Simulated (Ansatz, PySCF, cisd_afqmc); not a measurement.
Species: CH5N, charge 0, singlet. CH5N (methanamine, SMILES NC).
B3LYP-D3(BJ)/def2-TZVP minimum from Ansatz (a program for electronic structure):
```xyz
7

C      0.0542     0.7048     0.0003
N      0.0439    -0.7575     0.0005
H     -0.9369     1.1793    -0.0070
H     -0.4495    -1.1127     0.8106
H     -0.4377    -1.1131    -0.8166
H      0.5892     1.0603     0.8824
H      0.6020     1.0600    -0.8741
```

Atomisation energy term by term, kcal/mol (programs: Ansatz, cisd_afqmc). UHF or UKS for unpaired electrons; spin-orbit terms are left out. Correlated methods leave the cores frozen. Rows without X2C or -DK are non-relativistic. AFQMC is phaseless with a CISD trial state; ± is one standard error, without the phaseless bias. Outlying blocks are dropped, and bars are widened where a walk drifts. Over all cases where full CI ran beside it in this data, AFQMC minus full CI had a median of +0.1 mEh and passed +0.4 mEh in a tenth of the cases. CBS(X,Y): correlation extrapolated as X^-3, Hartree-Fock from the larger set (Q,5: extrapolated as (X+1)exp(-9√X)). A bracket is a step between two methods taken in the basis named. 'core' is core correlation in cc-pwCVTZ, 'X2C' scalar relativity in cc-pVTZ-DK, both at CCSD(T). Where a partner has so few electrons that a lower coupled-cluster level is exact, that level stands in.

| term | basis | kcal/mol |
|---|---|---|
| Hartree-Fock | CBS(cc-pVQZ,cc-pV5Z) | 417.13 |
| CCSD correlation | CBS(cc-pVQZ,cc-pV5Z) | 156.16 |
| (T) | CBS(cc-pVQZ,cc-pV5Z) | 7.45 |
| CCSDT(Q) - CCSD(T) | cc-pVDZ | 0.37 |
| core correlation | cc-pwCVTZ | 1.79 |
| scalar relativity | X2C, cc-pVTZ-DK | -0.47 |
| minus zero-point energy | Hessian by PySCF at B3LYP-D3(BJ)/def2-TZVP | -40.02 |
| sum: D0 |  | 542.4 |

The step beyond CCSD(T) by other levels: AFQMC/CISD in cc-pVDZ 0.59 ± 0.25; AFQMC/CISD in cc-pVTZ 0.20 ± 0.25 kcal/mol.
